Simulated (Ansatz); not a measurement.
**C₂H₅Al: small, medium and large basis sets**

Aim: see how fast density functionals converge with the basis set for C₂H₅Al.

Program: Ansatz 0.2.0, Gaussian basis. Level of theory: one geometry, several basis sets. These are calculated values, not measurements.

The runs, in order: PBE0-D4/def2-SVP; ωB97M-V/def2-SVP; PBE0-D4/def2-QZVPP; ωB97M-V/def2-QZVPP; the functionals' def2-TZVPP values are taken from earlier runs.

## 1. Structure used throughout

All runs share one geometry, relaxed beforehand with PBE0-D4 in a triple-zeta def2 set.

8 atoms, charge 0, spin multiplicity 1.

Atoms are counted from 1 here; the program's logs count them from 0.

Bond lengths: C1–C2 1.337 Å, C1–H4 1.089 Å, C1–H5 1.089 Å, C2–Al3 1.938 Å, C2–H6 1.090 Å, Al3–H7 1.588 Å, Al3–H8 1.588 Å. Angles: C2–C1–H4 121.7°, C2–C1–H5 123.0°, H4–C1–H5 115.3°, C1–C2–Al3 119.6°, C1–C2–H6 116.7°, Al3–C2–H6 123.7°, C2–Al3–H7 122.1°, C2–Al3–H8 116.8°, H7–Al3–H8 121.2°.

## 2. PBE0-D4 in def2-SVP

Input file in.yaml:

```yaml
crystal:
  periodic: [false, false, false]
  atoms:
    - {symbol: C, position_ang: [-1.029888, 0.829169, -0.357018]}
    - {symbol: C, position_ang: [0.198978, 0.650996, 0.138095]}
    - {symbol: Al, position_ang: [0.930839, -1.139337, 0.261982]}
    - {symbol: H, position_ang: [-1.636900, -0.008634, -0.695462]}
    - {symbol: H, position_ang: [-1.494992, 1.809294, -0.451929]}
    - {symbol: H, position_ang: [0.735628, 1.546147, 0.452725]}
    - {symbol: H, position_ang: [2.383977, -1.417862, 0.837659]}
    - {symbol: H, position_ang: [0.004356, -2.326974, -0.241852]}
basis:
  gaussian: {orbitals: def2-SVP}
hamiltonian: {xc: pbe0, dispersion: d4}
output: {orbitals: {seedname: orbitals}}
```

The runs that follow: ωB97M-V in def2-SVP; PBE0-D4 in def2-QZVPP; ωB97M-V in def2-QZVPP.

Q: Predict the results of all the runs planned. Wanted: PBE0-D4: double and triple zeta above quadruple; ωB97M-V: double and triple zeta above quadruple.

As calculated:

```
                                       quantity          value
PBE0-D4: double and triple zeta above quadruple  5.01, 0.33 eV
ωB97M-V: double and triple zeta above quadruple  5.15, 0.32 eV
```

**Reading.** For PBE0-D4 the step from double to triple zeta gains 4.68 eV and the next only 0.33 eV. Total energies overstate the basis error of differences, where much of it tends to cancel.
